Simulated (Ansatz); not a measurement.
Antifluorite Mg₂Sn, treated with RPBE (Ansatz, a program for electronic structure, PAW).

Excerpt of the program's output:

```
Crystal: 3 atoms, lattice volume = 81.581 Å³
Basis set: ecut = 520 eV, 2133 PW (Γ), exchange–correlation on 80×80×80 points (8 copies of the dense FFT grid, shifted against one another)
Bands: 21, of which v1, the nominal top of the filled ones, is band 17 counted from 1 (16 counted from 0)
Symmetry: 48 space group operations
Space group: Fm-3m (ITA 225), of the structure as read, at distance tolerance 4.3e-5 Å
k-points: 47 of 1000
Functional: x = rpbe, c = pbe(β = 0.06672455060314922)
SCF iter   1: F=—  HF=-9886.573017 eV  |F-HF|=—  |Δ(HF+E_count)|=         —  Δρ=2.85e-3  dr2=1.20e-2
SCF iter   2: F=—  HF=-9886.569546 eV  |F-HF|=—  |Δ(HF+E_count)|=   3.47e-3  Δρ=8.05e-4  dr2=7.58e-4
  ...
SCF iter   6: F=—  HF=-9886.569545 eV  |F-HF|=—  |Δ(HF+E_count)|=   3.27e-7  Δρ=1.72e-6  dr2=2.33e-9
SCF iter   7: F=-9886.569545 eV  HF=-9886.569545 eV  |F-HF|=4.93e-10  |Δ(HF+E_count)|=   7.18e-9  Δρ=3.51e-7  dr2=9.34e-11
SCF 1 converged in 7 iterations: F = -9886.569545 eV  dr2 = 9.34e-11
SCF converged after 7 iterations
Free energy (F): -9886.569545 eV
Internal energy: -9886.569375 eV  (E = F + TS)
E sigma→0 (E₀):  -9886.569460 eV
Fermi energy:    6.551545 eV
--- Stress (GPa, compression-positive) ---
       -0.001889      -0.000000      -0.000000
        0.000000      -0.001889       0.000000
       -0.000000       0.000000      -0.001889
  P = ⅓ Tr σ = -0.0019 GPa (-0.019 kbar)
```

**Question.** Write an input file that could have produced this run (the log leaves some choices open).

**Answer.** Several could match; the one computed here: 
Ansatz 0.2 input:
```yaml
crystal:
  lattice:
    - [0.0, 3.4423304484, 3.4423304484]
    - [3.4423304484, 0.0, 3.4423304484]
    - [3.4423304484, 3.4423304484, 0.0]
  atoms:
    - { symbol: Mg, position: [0.25, 0.25, 0.25] }
    - { symbol: Mg, position: [0.75, 0.75, 0.75] }
    - { symbol: Sn, position: [0.0, 0.0, 0.0] }
basis:
  ecutwfc: 520
  ecutrho_ratio: 4
  xc_grid: 2
kpoints:
  mp_grid: { grid: [10, 10, 10] }
  band_path:
    path:
      - [0.0, 0.0, 0.0]
      - [0.055556, 0.0, 0.055556]
      - [0.111111, 0.0, 0.111111]
      - [0.166667, 0.0, 0.166667]
      - [0.222222, 0.0, 0.222222]
      - [0.277778, 0.0, 0.277778]
      - [0.333333, 0.0, 0.333333]
      - [0.388889, 0.0, 0.388889]
      - [0.444444, 0.0, 0.444444]
      - [0.5, 0.0, 0.5]
      - [0.5625, 0.125, 0.5625]
      - [0.625, 0.25, 0.625]
      - [0.375, 0.375, 0.75]
      - [0.333333, 0.333333, 0.666667]
      - [0.291667, 0.291667, 0.583333]
      - [0.25, 0.25, 0.5]
      - [0.208333, 0.208333, 0.416667]
      - [0.166667, 0.166667, 0.333333]
      - [0.125, 0.125, 0.25]
      - [0.083333, 0.083333, 0.166667]
      - [0.041667, 0.041667, 0.083333]
      - [0.071429, 0.071429, 0.071429]
      - [0.142857, 0.142857, 0.142857]
      - [0.214286, 0.214286, 0.214286]
      - [0.285714, 0.285714, 0.285714]
      - [0.357143, 0.357143, 0.357143]
      - [0.428571, 0.428571, 0.428571]
      - [0.5, 0.5, 0.5]
      - [0.5, 0.458333, 0.541667]
      - [0.5, 0.416667, 0.583333]
      - [0.5, 0.375, 0.625]
      - [0.5, 0.333333, 0.666667]
      - [0.5, 0.291667, 0.708333]
      - [0.5, 0.25, 0.75]
      - [0.5, 0.1875, 0.6875]
      - [0.5, 0.125, 0.625]
      - [0.5, 0.0625, 0.5625]
    npoints: 1
hamiltonian:
  xc: rpbe
  dispersion: none
  pseudopotentials: { kind: paw }
scf:
  occupations: { method: fermi_dirac, width: 0.01 }
  convergence: { dr2_threshold: 0.0000000003 }
output:
  forces: true
  stress: true
  eigenvalues: true
  write_bands: true
```

The PAW data were made under PBE.

Note: the gap of the solid is closed in this run. Note: this level leaves the solid without a gap, although one is measured.
